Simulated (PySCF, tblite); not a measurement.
# C₃H₇O radical: geometry, infrared bands and EPR parameters

Wanted: the infrared bands and EPR parameters of C₃H₇O radical (`C[CH]CO`), by calculation.

Computed with tblite 0.8.0 and PySCF 2.14.0, with density-fitted response routines of our own, on a single molecule in the gas phase. Atoms count from 0, in the outputs and in this text.

### 1 The molecule as given

11 atoms, charge 0, multiplicity 2; geometry from: force field or distance geometry start.

Bonds of the start (Å): C0–C1 1.47, C1–C2 1.49, C2–O3 1.43, C0–H4 1.09, C0–H5 1.10, C0–H6 1.10, C1–H7 1.10, C2–H8 1.09, C2–H9 1.09, O3–H10 0.97.

### 2 Optimising the geometry with GFN2-xTB

Job settings and geometry (Å):

```
{"job": {"kind": "relax", "xc": "GFN2-xTB", "basis": "xTB"}, "charge": 0, "multiplicity": 2}
C     -1.389300     0.069000    -0.025200
C     -0.105000    -0.193100     0.645500
C      1.153200    -0.355200    -0.138300
O      1.325000     0.798200    -0.964800
H     -1.725200    -0.809400    -0.579200
H     -2.170400     0.306200     0.716600
H     -1.320700     0.926100    -0.710400
H     -0.116100    -0.610600     1.660600
H      2.016400    -0.452300     0.519000
H      1.088000    -1.240800    -0.773300
H      1.249500     1.564500    -0.376600
```

Started as:

```console
> OMP_NUM_THREADS=1 python probes_run.py task.json out
```

The driver reads the jobs from task.json and runs them one after another.

**Question.** This job is followed by: GFN2-xTB harmonic vibrations, gas phase; UKS B3LYP, pcH-1 on C H O, non-relativistic, mean-field spin-orbit, GIAO. Predict these results of the whole session: strongest single infrared mode (GFN2-xTB); zero-point energy (GFN2-xTB); g(iso) (B3LYP); ⟨S²⟩; largest a(iso) (averaged by class); potential on the surface of density 0.002 e/bohr³, 1st and 99th percentile.

**Answer**, as computed:

| quantity | value |
| --- | --- |
| strongest single infrared mode (GFN2-xTB) | 329 cm⁻¹, 133 km/mol |
| zero-point energy (GFN2-xTB) | 56.9 kcal/mol |
| g(iso) (B3LYP) | 2.00255 |
| ⟨S²⟩ | 0.754 (exact 0.75) |
| largest a(iso) (averaged by class) | 13C on C1, 90.3 MHz |
| potential on the surface of density 0.002 e/bohr³, 1st and 99th percentile | -1.66 V and 1.93 V |

What this shows: Over 64 steps the energy fell by 0.101 eV; of the close pairs, C1–H7 changed most, 1.098 to 1.076 Å. No mode is imaginary among the 27: a minimum at this level. The strongest single mode, at 329 cm⁻¹, moves mainly H10. GFN2-xTB is a fitted tight-binding method: band positions and strengths are rough. Its intensities can rank the bands wrongly. C1 carries the largest spin population, 1.01 e. The isotropic g lies 0.2 ppt above the free-electron value.
